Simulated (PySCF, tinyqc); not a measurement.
Inside a calculation. Method: RKS/PBE0 in the sto-3g basis, for CH2, spin multiplicity 1. The lowest restricted solution is unstable here: a spin-polarised one lies 0.0401 hartree lower (PySCF). One step of it, computed by the program tinyqc.

Problem. Iteration 2: building the Kohn-Sham matrix. J_ij = sum D_kl (ij|kl), K_ij = sum D_kl (ik|jl); F = H + J - 0.125 K + V_xc; E = tr D H + tr D J / 2 - 0.0625 tr D K + E_xc + E_nn.

D after iteration 1:
```
,1C 1s,1C 2s,1C 2px,1C 2py,1C 2pz,2H 1s,3H 1s
1C 1s,2.105353,-0.438125,0.000000,0.000000,0.205536,-0.010668,-0.010668
1C 2s,-0.438125,2.017256,0.000000,0.000000,-0.961353,-0.351424,-0.351424
1C 2px,0.000000,0.000000,0.000000,0.000000,0.000000,0.000000,0.000000
1C 2py,0.000000,0.000000,0.000000,0.231919,0.000000,0.387134,-0.387134
1C 2pz,0.205536,-0.961353,0.000000,0.000000,0.672644,0.546515,0.546515
2H 1s,-0.010668,-0.351424,0.000000,0.387134,0.546515,1.380536,0.088079
3H 1s,-0.010668,-0.351424,0.000000,-0.387134,0.546515,0.088079,1.380536
```

core Hamiltonian H = T + V (hartree):
```
,1C 1s,1C 2s,1C 2px,1C 2py,1C 2pz,2H 1s,3H 1s
1C 1s,-18.678529,-4.505845,0.000000,0.000000,-0.013581,-0.982156,-0.982156
1C 2s,-4.505845,-5.615174,0.000000,0.000000,-0.142864,-2.233431,-2.233431
1C 2px,0.000000,0.000000,-4.491975,0.000000,0.000000,0.000000,0.000000
1C 2py,0.000000,0.000000,0.000000,-4.673401,0.000000,-1.675370,1.675370
1C 2pz,-0.013581,-0.142864,0.000000,0.000000,-4.537950,-0.873079,-0.873079
2H 1s,-0.982156,-2.233431,0.000000,-1.675370,-0.873079,-3.427866,-0.521828
3H 1s,-0.982156,-2.233431,0.000000,1.675370,-0.873079,-0.521828,-3.427866
```

Two-electron integrals (ij|kl) in chemists' order, unique and non-zero (hartree):
```
i,j,k,l,(ij|kl)
1,1,1,1,3.541948
2,1,1,1,0.576921
2,1,2,1,0.111888
2,2,1,1,0.854682
2,2,2,1,0.205284
2,2,2,2,0.624709
3,1,3,1,0.020296
3,2,3,1,0.030858
3,2,3,2,0.137996
3,3,1,1,0.852436
3,3,2,1,0.205335
3,3,2,2,0.624568
3,3,3,3,0.672833
4,1,4,1,0.020296
4,2,4,1,0.030858
4,2,4,2,0.137996
4,3,4,3,0.036269
4,4,1,1,0.852436
4,4,2,1,0.205335
4,4,2,2,0.624568
4,4,3,3,0.600295
4,4,4,4,0.672833
5,1,5,1,0.020296
5,2,5,1,0.030858
5,2,5,2,0.137996
5,3,5,3,0.036269
5,4,5,4,0.036269
5,5,1,1,0.852436
5,5,2,1,0.205335
5,5,2,2,0.624568
5,5,3,3,0.600295
5,5,4,4,0.600295
5,5,5,5,0.672833
6,1,1,1,0.125304
6,1,2,1,0.024156
6,1,2,2,0.044242
6,1,3,3,0.044090
6,1,4,1,0.001320
6,1,4,2,0.002457
6,1,4,4,0.044466
6,1,5,1,0.000664
6,1,5,2,0.001237
6,1,5,4,0.000189
6,1,5,5,0.044185
6,1,6,1,0.005333
6,2,1,1,0.300603
6,2,2,1,0.073166
6,2,2,2,0.244989
6,2,3,3,0.239114
6,2,4,1,0.006224
6,2,4,2,0.042891
6,2,4,4,0.252993
6,2,5,1,0.003133
6,2,5,2,0.021591
6,2,5,4,0.006987
6,2,5,5,0.242631
6,2,6,1,0.016480
6,2,6,2,0.125944
6,3,3,1,0.007440
6,3,3,2,0.039236
6,3,4,3,0.008389
6,3,5,3,0.004223
6,3,6,3,0.015482
6,4,1,1,0.228755
6,4,2,1,0.056399
6,4,2,2,0.200242
6,4,3,3,0.190145
6,4,4,1,0.011623
6,4,4,2,0.071778
6,4,4,4,0.217532
6,4,5,1,0.002106
6,4,5,2,0.016382
6,4,5,4,0.009563
6,4,5,5,0.192833
6,4,6,1,0.013301
6,4,6,2,0.122280
6,4,6,4,0.132053
6,5,1,1,0.115154
6,5,2,1,0.028391
6,5,2,2,0.100801
6,5,3,3,0.095718
6,5,4,1,0.002106
6,5,4,2,0.016382
6,5,4,4,0.101058
6,5,5,1,0.008500
6,5,5,2,0.047482
6,5,5,4,0.011078
6,5,5,5,0.105518
6,5,6,1,0.006696
6,5,6,2,0.061555
6,5,6,4,0.058681
6,5,6,5,0.045022
6,6,1,1,0.450249
6,6,2,1,0.111463
6,6,2,2,0.424201
6,6,3,3,0.401670
6,6,4,1,0.011950
6,6,4,2,0.110459
6,6,4,4,0.455189
6,6,5,1,0.006016
6,6,5,2,0.055605
6,6,5,4,0.026941
6,6,5,5,0.415232
6,6,6,1,0.025477
6,6,6,2,0.275430
6,6,6,4,0.295396
6,6,6,5,0.148701
6,6,6,6,0.774606
7,1,1,1,0.125304
7,1,2,1,0.024156
7,1,2,2,0.044242
7,1,3,3,0.044090
7,1,4,1,-0.001320
7,1,4,2,-0.002457
7,1,4,4,0.044466
7,1,5,1,0.000664
7,1,5,2,0.001237
7,1,5,4,-0.000189
7,1,5,5,0.044185
7,1,6,1,0.005150
7,1,6,2,0.015388
7,1,6,4,0.011317
7,1,6,5,0.006262
7,1,6,6,0.023288
7,1,7,1,0.005333
7,2,1,1,0.300603
7,2,2,1,0.073166
7,2,2,2,0.244989
7,2,3,3,0.239114
7,2,4,1,-0.006224
7,2,4,2,-0.042891
7,2,4,4,0.252993
7,2,5,1,0.003133
7,2,5,2,0.021591
7,2,5,4,-0.006987
7,2,5,5,0.242631
7,2,6,1,0.015388
7,2,6,2,0.088089
7,2,6,4,0.061890
7,2,6,5,0.041819
7,2,6,6,0.148821
7,2,7,1,0.016480
7,2,7,2,0.125944
7,3,3,1,0.007440
7,3,3,2,0.039236
7,3,4,3,-0.008389
7,3,5,3,0.004223
7,3,6,3,0.010042
7,3,7,3,0.015482
7,4,1,1,-0.228755
7,4,2,1,-0.056399
7,4,2,2,-0.200242
7,4,3,3,-0.190145
7,4,4,1,0.011623
7,4,4,2,0.071778
7,4,4,4,-0.217532
7,4,5,1,-0.002106
7,4,5,2,-0.016382
7,4,5,4,0.009563
7,4,5,5,-0.192833
7,4,6,1,-0.011317
7,4,6,2,-0.061890
7,4,6,4,-0.034665
7,4,6,5,-0.028824
7,4,6,6,-0.097644
7,4,7,1,-0.013301
7,4,7,2,-0.122280
7,4,7,4,0.132053
7,5,1,1,0.115154
7,5,2,1,0.028391
7,5,2,2,0.100801
7,5,3,3,0.095718
7,5,4,1,-0.002106
7,5,4,2,-0.016382
7,5,4,4,0.101058
7,5,5,1,0.008500
7,5,5,2,0.047482
7,5,5,4,-0.011078
7,5,5,5,0.105518
7,5,6,1,0.006262
7,5,6,2,0.041819
7,5,6,4,0.028824
7,5,6,5,0.029489
7,5,6,6,0.074824
7,5,7,1,0.006696
7,5,7,2,0.061555
7,5,7,4,-0.058681
7,5,7,5,0.045022
7,6,1,1,0.065425
7,6,2,1,0.015952
7,6,2,2,0.054797
7,6,3,3,0.053482
7,6,4,4,0.055340
7,6,5,1,0.001161
7,6,5,2,0.008378
7,6,5,5,0.055516
7,6,6,1,0.003492
7,6,6,2,0.024655
7,6,6,4,0.020867
7,6,6,5,0.013266
7,6,6,6,0.049595
7,6,7,1,0.003492
7,6,7,2,0.024655
7,6,7,4,-0.020867
7,6,7,5,0.013266
7,6,7,6,0.005910
7,7,1,1,0.450249
7,7,2,1,0.111463
7,7,2,2,0.424201
7,7,3,3,0.401670
7,7,4,1,-0.011950
7,7,4,2,-0.110459
7,7,4,4,0.455189
7,7,5,1,0.006016
7,7,5,2,0.055605
7,7,5,4,-0.026941
7,7,5,5,0.415232
7,7,6,1,0.023288
7,7,6,2,0.148821
7,7,6,4,0.097644
7,7,6,5,0.074824
7,7,6,6,0.255946
7,7,7,1,0.025477
7,7,7,2,0.275430
7,7,7,4,-0.295396
7,7,7,5,0.148701
7,7,7,6,0.049595
7,7,7,7,0.774606
```

nuclear repulsion = 5.75809070 hartree

V_xc (hartree):
```
,1C 1s,1C 2s,1C 2px,1C 2py,1C 2pz,2H 1s,3H 1s
1C 1s,-1.715093,-0.235504,0.000000,0.000000,0.004204,-0.051458,-0.051458
1C 2s,-0.235504,-0.400110,0.000000,0.000000,0.024939,-0.171894,-0.171894
1C 2px,0.000000,0.000000,-0.359809,0.000000,0.000000,0.000000,0.000000
1C 2py,0.000000,0.000000,0.000000,-0.421718,0.000000,-0.155780,0.155780
1C 2pz,0.004204,0.024939,0.000000,0.000000,-0.407789,-0.074081,-0.074081
2H 1s,-0.051458,-0.171894,0.000000,-0.155780,-0.074081,-0.394071,-0.037405
3H 1s,-0.051458,-0.171894,0.000000,0.155780,-0.074081,-0.037405,-0.394071
```

E_xc = sum of w rho eps_xc = -4.58263675 hartree

Give: Coulomb J; exchange K; Kohn-Sham matrix F; total energy of this density.

Solution.

Coulomb J (hartree):
```
,1C 1s,1C 2s,1C 2px,1C 2py,1C 2pz,2H 1s,3H 1s
1C 1s,10.8795,2.0725,0.0000,0.0000,-0.0168,0.4484,0.4484
1C 2s,2.0725,4.8098,0.0000,0.0000,0.0011,1.9391,1.9391
1C 2px,0.0000,0.0000,4.7018,0.0000,0.0000,0.0000,0.0000
1C 2py,0.0000,0.0000,0.0000,4.9013,0.0000,1.6267,-1.6267
1C 2pz,-0.0168,0.0011,0.0000,0.0000,4.8091,0.8147,0.8147
2H 1s,0.4484,1.9391,0.0000,1.6267,0.8147,3.6673,0.4333
3H 1s,0.4484,1.9391,0.0000,-1.6267,0.8147,0.4333,3.6673
```

exchange K (hartree):
```
,1C 1s,1C 2s,1C 2px,1C 2py,1C 2pz,2H 1s,3H 1s
1C 1s,7.1754,1.2034,0.0000,0.0000,0.0080,0.2682,0.2682
1C 2s,1.2034,1.5701,0.0000,0.0000,-0.2587,0.7726,0.7726
1C 2px,0.0000,0.0000,0.3381,0.0000,0.0000,0.0000,0.0000
1C 2py,0.0000,0.0000,0.0000,1.0894,0.0000,0.6838,-0.6838
1C 2pz,0.0080,-0.2587,0.0000,0.0000,1.0653,0.3405,0.3405
2H 1s,0.2682,0.7726,0.0000,0.6838,0.3405,1.4605,0.1834
3H 1s,0.2682,0.7726,0.0000,-0.6838,0.3405,0.1834,1.4605
```

Kohn-Sham matrix F (hartree):
```
,1C 1s,1C 2s,1C 2px,1C 2py,1C 2pz,2H 1s,3H 1s
1C 1s,-10.4111,-2.8193,0.0000,0.0000,-0.0271,-0.6188,-0.6188
1C 2s,-2.8193,-1.4018,0.0000,0.0000,-0.0845,-0.5628,-0.5628
1C 2px,0.0000,0.0000,-0.1922,0.0000,0.0000,0.0000,0.0000
1C 2py,0.0000,0.0000,0.0000,-0.3300,0.0000,-0.2899,0.2899
1C 2pz,-0.0271,-0.0845,0.0000,0.0000,-0.2698,-0.1750,-0.1750
2H 1s,-0.6188,-0.5628,0.0000,-0.2899,-0.1750,-0.3372,-0.1488
3H 1s,-0.6188,-0.5628,0.0000,0.2899,-0.1750,-0.1488,-0.3372
```

total energy of this density = -38.284402 hartree
